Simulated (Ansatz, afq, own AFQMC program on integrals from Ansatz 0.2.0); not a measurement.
Atomization energy of BHO, singlet

```json
{"atom": "B", "x (Å)": "0.0000", "y (Å)": "0.0000", "z (Å)": "0.0084"}
{"atom": "O", "x (Å)": "0.0000", "y (Å)": "0.0000", "z (Å)": "-1.1895"}
{"atom": "H", "x (Å)": "0.0000", "y (Å)": "0.0000", "z (Å)": "1.1811"}
```

Connectivity, by distances: BH–O.

Atoms in their ground-state spins without spin–orbit coupling (mostly on UHF) minus the molecule (RHF), without zero-point energy. The geometry is a stationary point, not shown to be a minimum.

Basis cc-pVDZ. Only valence electrons are correlated. Ansatz 0.2.0 and our own AFQMC program on the same integrals; the CISD trial comes from CCSD amplitudes, and released means the phaseless constraint is let go. ± is one standard error of the sampling. The errors of all members are added in quadrature.

No full CI on the walks' own integrals is used here; CCSDT(Q) serves as the reference and is uncertain by about the last step of the cluster series. Each member takes its own surest rung, up to full CI.

The best estimate is CCSD(T) at the basis-set limit (CBS: def2-TZVPP and def2-QZVPP, with their diffuse functions for anions and beside diffuse sets, CCSD(T) itself extrapolated) plus the step from CCSD(T) to CCSDT(Q) in cc-pVDZ. Rows without CBS are in cc-pVDZ, the functionals in def2-TZVP; B2PLYP and the wave-function rows carry a basis error of their own. Core correlation and relativity beyond core potentials are missing, and ± holds the sampling alone.

Cautions: BHO (singlet): higher spins were not checked, raised T1 diagnostic (T1 0.022, weight of the determinant 0.90, largest double 0.06), its ph-AFQMC/CISD value lies 42 ± 13 meV above CCSDT(Q).

(1) Estimate: order these levels by their error in the atomization energy against the best estimate, smallest first.
A. HF
B. CCSD
C. HF/CBS
D. PBE0

Results:

(1) D (0.104 eV), B (1.155 eV), C (3.611 eV), A (3.863 eV).

Best estimates are given only where the step beyond CCSD(T) is under 0.3 eV and no member's determinant is very poor (T1 over 0.05, or 0.07 for open shells, ⟨S²⟩ too high by 0.3, two states mixed), so the hardest cases are missing from such tables.

The functionals ran in a triple-zeta set and keep a basis error of their own, a few kJ/mol for each bond in atomization energies and more for double hybrids, so close places among them and the extrapolated levels can swap.

Each member of a difference takes its own highest rung, so a best estimate needn't equal the limit plus the step of one row. A walk keeps the symmetry of its determinant, which the program's search chose and which needn't be the lowest solution, so a lower state of the same spin and another symmetry isn't excluded.
